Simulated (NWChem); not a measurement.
## Correlation energy of dimethyl ether (C2H6O)

```xyz
9

C     -1.1611     0.0000    -0.1881
O      0.0000     0.0000     0.5778
C      1.1611     0.0000    -0.1881
H     -1.2330    -0.8952    -0.8395
H     -1.2330     0.8952    -0.8395
H     -2.0215     0.0000     0.4963
H      1.2330    -0.8952    -0.8395
H      2.0215     0.0000     0.4963
H      1.2330     0.8952    -0.8395
```
Charge 0, spin multiplicity 1.

Everything below was run with NWChem. Structure: optimised with PBE0/def2-SVP, a minimum by its harmonic frequencies.

Basis set: 6-311G**. Each correlation energy counts from its own Hartree-Fock reference.

The correlated methods keep 3 core orbitals frozen. The Pople sets run with spherical d functions. Coupled-cluster values serve here as a point of comparison, not as the truth.

```json
[
 {"method": "MP2", "correlation energy (mHa)": "-507.9"},
 {"method": "SCS-MP2", "correlation energy (mHa)": "-507.6"},
 {"method": "CR-CCSD[T]", "correlation energy (mHa)": "[?]"},
 {"method": "CR-CCSD(T)", "correlation energy (mHa)": "[?]"},
 {"method": "CCSD", "correlation energy (mHa)": "-543.7"},
 {"method": "CCSD+T(CCSD)", "correlation energy (mHa)": "[?]"},
 {"method": "CCSD(T)", "correlation energy (mHa)": "-559.7"}
]
```

Q: What belongs in the gaps?

A: 
- CR-CCSD[T], correlation energy (mHa): -556.6
- CR-CCSD(T), correlation energy (mHa): -556.1
- CCSD+T(CCSD), correlation energy (mHa): -560.3
